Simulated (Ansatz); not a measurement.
# NaS+ (quintet): the correlation ladder, def2-TZVPP

An exercise on one series of results from a longer session: the logs are not shown, and one member is left open.

Method: def2-TZVPP, core rule «outside noble gas», up to 10 orbitals frozen; program: Ansatz 0.2.0, Gaussian basis.

Plan: UHF; ROHF; CCSD(T) on UHF.

2 further runs of the same task are left out: 2 set aside as unsound or not needed.

### The system

The geometry is a PBE0/def2-TZVP stationary point (not a proven minimum) of the parent state, kept for this charge and spin.

2 atoms, charge 1, spin multiplicity 5.

Atoms are counted from 1 here; the program's logs count them from 0.

Bond lengths: S1–Na2 2.856 Å.

The first run:

in.yaml

```yaml
crystal:
  periodic: [false, false, false]
  atoms:
    - {symbol: S, position_ang: [0.000000, 0.000000, 0.000000]}
    - {symbol: Na, position_ang: [0.000000, 0.000000, 2.855900]}
basis:
  gaussian: {orbitals: def2-TZVPP}
total_charge: 1
magnetization: {spin_polarized: true, initial_magnetization: 4}
hamiltonian: {xc: hf}
output: {orbitals: {seedname: orbitals}}
```

The run is started by

```console
ansatz run in.yaml --threads 1 --pin off --events-out ev --progress --plain --max-ram 2816MiB --backend cpu
```

Steps of the session up to this table: UHF; ROHF; CCSD(T) on UHF.

One of the session's tables, all rows but one given; the rest of the session is left out.

```
  method  from UCCSD(T) (meV)
    ROHF                    ?
     UHF              +3238.3
    UMP2               +649.6
   UCCSD               +109.0
UCCSD(T)                    0
```

Q: Estimate the row for ROHF from the others.

As computed: from UCCSD(T) (meV): +3256.5. In the column «from UCCSD(T) (meV)» it is the highest.
